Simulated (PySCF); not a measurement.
Species: CO2.
InChI=1S/CO2/c2-1-3

The closed-shell ground state was solved at several levels (PySCF, density fitting, gas phase, non-relativistic). Geometry: PBE0-D3(BJ)/def2-TZVP; no solvent, vibrations or thermal averaging. The dipole stays under 0.02 D at every level.

| level | basis functions | total energy (Eh) | HOMO (eV) | LUMO (eV) | gap (eV) |
| --- | --- | --- | --- | --- | --- |
| B97-2/pcSseg-2 | 108 | -188.6007 | -10.44 | 0.72 | 11.16 |
| wB97X-D/pcSseg-2 | 108 | -188.6036 | -12.62 | 2.68 | 15.30 |
| CAM-B3LYP/aug-cc-pVTZ | 138 | -188.5972 | -12.20 | 0.27 | 12.47 |
| KT3/pcSseg-2 | 108 | -191.2404 | -9.21 | -0.44 | 8.77 |
| wB97X-D/aug-cc-pVTZ | 138 | -188.5984 | -12.61 | 1.21 | 13.82 |
| PBE0/aug-cc-pVTZ | 138 | -188.4596 | -10.73 | -0.20 | 10.53 |

Task: What might PBE0/pcSseg-2 (108 basis functions) give for the same quantities?

Result: Total energy -188.4644 Eh, HOMO -10.73 eV, LUMO 0.69 eV, gap 11.42 eV.

Task: Over all these levels, which gives the widest orbital gap and which the narrowest?

Result: wB97X-D/pcSseg-2 (range-separated hybrid) has the widest, 15.30 eV, and KT3/pcSseg-2 (GGA) the narrowest, 8.77 eV. The two share the basis. From the narrowest to the widest the HOMO moves by -3.41 eV and the LUMO by +3.12 eV.

Task: In the pcSseg-2 basis, how does the gap go with the fixed share of exact exchange?

Result: KT3 (0 %) 8.77 eV; B97-2 (21 %) 11.16 eV; PBE0 (25 %) 11.42 eV. Each rise in the share widens the gap here.

Note: wB97X-D ran without an empirical dispersion term, which enters the total energy and its gradient alone.
